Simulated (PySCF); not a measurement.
## A search over the determinants of NaS⁺

Unrestricted PBE0; Na pcseg-2, S pcseg-2; no relativity (PySCF 2.14). Outer shells of the fragments: Na+ closed shells only; S 3s2 3p4.

Followed along the bond (rough minima from three points):

```
2Ms+1  unpaired  ⟨S²⟩ at the start  R at minimum (Å)  Te (eV)
    3      π ↑↑               2.01              2.87     0.00
    1      π ↑↓               1.01              2.87     0.42
    3  σ ↑, π ↑               2.00              3.13     0.50
    1  σ ↓, π ↑               1.01              3.12     0.89
```

Solutions found at the starting distance of 2.660 Å, counted from the lowest of them; the search is not exhaustive and high or unbound solutions are not listed, so other states can lie among these:

```json
{"2Ms+1": "3", "unpaired": "π ↑↑", "term": "³Σ⁻", "E (eV)": "0.00", "⟨S²⟩": "2.01", "⟨Lz²⟩": "0.00", "μ (D)": "-5.79"}
{"2Ms+1": "1", "unpaired": "π ↑↓", "term": "mixed", "E (eV)": "0.42", "⟨S²⟩": "1.01", "⟨Lz²⟩": "2.02", "μ (D)": "-5.80"}
{"2Ms+1": "3", "unpaired": "σ ↑, π ↑", "term": "³Π", "E (eV)": "0.54", "⟨S²⟩": "2.00", "⟨Lz²⟩": "1.01", "μ (D)": "-6.07"}
{"2Ms+1": "1", "unpaired": "σ ↓, π ↑", "term": "mixed", "E (eV)": "0.94", "⟨S²⟩": "1.01", "⟨Lz²⟩": "1.01", "μ (D)": "-6.06"}
{"2Ms+1": "1", "unpaired": "none", "term": "mixed", "E (eV)": "1.88", "⟨S²⟩": "0.00", "⟨Lz²⟩": "2.01", "μ (D)": "-5.79"}
{"2Ms+1": "3", "unpaired": "σ ↑↑, π ↑↓", "term": "mixed", "E (eV)": "7.54", "⟨S²⟩": "3.01", "⟨Lz²⟩": "2.03", "μ (D)": "3.39"}
{"2Ms+1": "1", "unpaired": "σ ↓↓, π ↑↑", "term": "mixed", "E (eV)": "7.60", "⟨S²⟩": "2.02", "⟨Lz²⟩": "0.00", "μ (D)": "3.63"}
{"2Ms+1": "3", "unpaired": "σ ↑, π ↑", "term": "³Π", "E (eV)": "8.85", "⟨S²⟩": "2.00", "⟨Lz²⟩": "1.01", "μ (D)": "3.22"}
{"2Ms+1": "1", "unpaired": "σ ↓, π ↑", "term": "mixed", "E (eV)": "8.91", "⟨S²⟩": "1.00", "⟨Lz²⟩": "1.01", "μ (D)": "3.46"}
{"2Ms+1": "3", "unpaired": "σ ↑, π ↑↑↓", "term": "mixed", "E (eV)": "9.54", "⟨S²⟩": "3.02", "⟨Lz²⟩": "3.03", "μ (D)": "4.75"}
```

A term symbol is given only where ⟨S²⟩ and ⟨Lz²⟩ are close to those of a pure state; real π, δ and φ orbitals otherwise mix terms. A positive dipole points towards S; it is taken about the centre of mass and depends on that origin.

Counting both spins, an empty level lies below a filled one in some of these solutions, because spin and occupation are held.
